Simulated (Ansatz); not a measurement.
## How far each method lies from full CI for HPSi, singlet

Geometry: a PBE0/def2-TZVP stationary point for this spin, not checked as a minimum.

```xyz
3

Si    0.0000   -0.0098    1.0767
P     0.0000   -0.0326   -0.9681
H     0.0000    1.2752   -0.2504
```

Basis 6-31G; Ansatz 0.2.0. Only valence electrons are correlated (noble-gas cores frozen), which leaves 10 electrons in 18 orbitals. Prefix R: restricted or restricted open-shell reference; prefix U: unrestricted. Active spaces: valence = (10e, 9o) chosen from the atoms' valence shells.

Full CI is exact within this basis and frozen core; it isn't the basis-set limit. The frozen core follows each run's orbitals, which can shift R against U totals by a few meV.

Unrestricted rows (U) aren't spin-pure: their determinants' ⟨S²⟩ exceeds S(S+1) by up to 0.14, so they mix in states of higher spin.

```
UHF ⟨S²⟩                          : 0.140
T1 diagnostic (RCCSD)             : 0.0227
largest doubles amplitude (RCCSD) : 0.146
```

```tsv
level	E − E(full CI) (mEh)	share of correlation (%)	wall time
RHF	133.97	0.00	–
UHF	133.66	0.23	0.64 s
RMP2	22.59	83.14	–
CISD	15.31	88.57	0.43 s
RCCSD	6.20	95.37	–
RCCSD(T)	1.25	99.06	0.42 s
BCCD(T)	1.31	99.02	0.45 s
RCCSDT	0.61	99.54	–
RCCSDT(Q)	0.08	99.94	1.1 s
RCCSDTQ	0.06	99.96	11 s
CASSCF (valence space)	38.38	71.35	–
NEVPT2 (valence space)	10.50	92.16	2.7 s
MRCISD (valence space)	1.29	99.04	–
MRCISD+Q (valence space)	0.23	99.83	4.5 s
```

The correlation energy at full CI, counted from RHF, is -3.646 eV. That run took 12 s on 2 threads of AMD EPYC 7R13 with a shared H100 80 GB, shared host over 36,719,424 determinants.

Times hold each run's SCF and search for its determinant on a shared host, so for small cases they say little of a method's own cost; they ran on 1 thread of AMD EPYC 7R13.

The full-CI state has the irrep A' of Cs, in the program's axes.

Natural occupations of full CI about the gap: 1.984 1.960 1.943 1.937 1.907 0.097 0.055 0.041 0.035 0.011; effectively unpaired electrons, Σ n²(2−n)², 0.12.

Atomization energy (electronic, same basis, no zero-point term; atoms at the same level, unrestricted beside the R rows where the molecule is a closed shell, with restricted open-shell steps beyond CCSDT(Q)) at full CI: 421.1 kJ/mol. Errors of other levels:

| level | error (kJ/mol) |
| --- | --- |
| RHF | -247.9 |
| UHF | -247.1 |
| RMP2 | -23.7 |
| CISD | -39.1 |
| RCCSD | -15.5 |
| RCCSD(T) | -3.1 |
| BCCD(T) | -3.2 |
| RCCSDT | -1.6 |
| RCCSDT(Q) | -0.2 |
| RCCSDTQ | -0.1 |
| CASSCF (valence space) | -31.2 |
| NEVPT2 (valence space) | -1.2 |
| MRCISD (valence space) | -2.6 |
| MRCISD+Q (valence space) | -0.6 |

This basis is far from its limit, so the value isn't to be set against a measured one. Truncated CI isn't size-consistent, which counts against it in atomization.
